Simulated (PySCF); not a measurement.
```xyz
4

C    -0.0004    0.0027   -0.0096
O     1.0470    0.0020    0.6651
O    -1.0514    0.0093    0.6738
H    -0.0023    0.0074   -1.1064
```

Basis set: cc-pVTZ (spherical functions). Frozen core: 3 orbitals. Charge -1, multiplicity 1.

Starred EOM-CCSD(T)(a) on the restricted Hartree–Fock determinant with PySCF 2.14.0; the energies are vertical.

**Question.** The solver was asked for the few lowest roots only. Give the ionization energies of singlet CHO2(-) among them whose weight of singles is over 0.7.

**Answer.**

| root | energy (eV) | weight of singles |
| --- | --- | --- |
| 1 | 2.48 | 0.95 |
| 2 | 3.11 | 0.95 |
| 3 | 3.68 | 0.95 |

Higher main lines weren't sought. Caution: no diffuse functions for an anion.
